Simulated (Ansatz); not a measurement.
in.yaml

```yaml
crystal:
  periodic: [false, false, false]
  atoms:
    - {symbol: Ge, position_ang: [0.000000, -0.069934, 0.319867]}
    - {symbol: O, position_ang: [0.000000, 0.231195, -1.510615]}
    - {symbol: H, position_ang: [0.000000, 1.370151, 0.926464]}
basis:
  gaussian: {orbitals: def2-SVP}
magnetization: {spin_polarized: false, initial_magnetization: 3}
hamiltonian: {xc: hf}
output: {orbitals: {seedname: orbitals}}
```

```sh
$ ansatz run in.yaml --threads 1 --pin off --events-out ev --progress --plain --max-ram 2393MiB
```

Log:

```
495 factors; integrals over basis functions are off by at most 1.3e-3 eV
mean field evaluation 1: about -58511.8441 eV, gradient 1.9e1 eV
mean field evaluation 2: about -58511.8559 eV, gradient 1.9e1 eV
mean field evaluation 4: about -58514.0138 eV, gradient 3.0e0 eV
mean field evaluation 8: about -58514.2386 eV, gradient 8.5e-1 eV
mean field evaluation 16: about -58514.2946 eV, gradient 2.0e-5 eV
mean field evaluation 32: about -58514.2976 eV, gradient 1.0e-2 eV
mean field evaluation 64: about -58514.2964 eV, gradient 3.3e-3 eV
mean field evaluation 96: about -58514.2946 eV, gradient 1.4e-2 eV
mean field evaluation 128: about -58509.6063 eV, gradient 1.2e1 eV
mean field -58514.29777061 eV, -2150.3607806545 hartree, gradient 3.9e-6 eV, S^2 3.750000; 2 other end points of the search recorded, 0 dependent functions left out
reference -58514.29777061 eV, -2150.3607806545 hartree; 22, 19 occupied and 29, 32 virtual orbitals, 495 factors
Total energy: -58514.29777061 eV, -2150.3607806545 hartree
```

Ran on 1 thread of Arm Neoverse V1, shared host: 1.7 s wall, 0.16 GiB peak host memory.
